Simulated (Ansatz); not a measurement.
Start from `CC1CC1` and change one atom or group to get `OCC1CC1`.

Ansatz, PBE0-D4/def2-TZVP geometries, multiplicity 1. Each molecule was computed in one conformer, which needn't be the lowest.

| property | `CC1CC1` |
| --- | --- |
| HOMO–LUMO gap (PBE0/def2-TZVPP) / eV | 9.47 |
| HOMO energy (ωB97M-V/def2-TZVPP) / eV | -10.18 |
| HOMO energy (PBE0/def2-TZVPP) / eV | -7.89 |
| HOMO–LUMO gap (PBE/def2-TZVPP) / eV | 7.38 |
| HOMO–LUMO gap (B3LYP/def2-TZVPP) / eV | 8.91 |
| HOMO energy (PBE/def2-TZVPP) / eV | -6.60 |

(1) Give the same properties after the change, and the shifts. (Best estimate.)

Results:

(1) Computed: 
| property | `OCC1CC1` | shift |
| --- | --- | --- |
| HOMO–LUMO gap (PBE0/def2-TZVPP) / eV | 8.96 | -0.51 |
| HOMO energy (ωB97M-V/def2-TZVPP) / eV | -10.16 | 0.02 |
| HOMO energy (PBE0/def2-TZVPP) / eV | -7.74 | 0.15 |
| HOMO–LUMO gap (PBE/def2-TZVPP) / eV | 6.46 | -0.92 |
| HOMO–LUMO gap (B3LYP/def2-TZVPP) / eV | 8.35 | -0.56 |
| HOMO energy (PBE/def2-TZVPP) / eV | -6.10 | 0.50 |

With PBE0 the HOMO rises by 0.15 eV and the LUMO falls by 0.36 eV, so the gap narrows by about 0.51 eV. PBE moves the HOMO by 0.50 eV and ωB97M-V by 0.02 eV.

B3LYP here is the variant with VWN-RPA as its local correlation; programs differ in this.
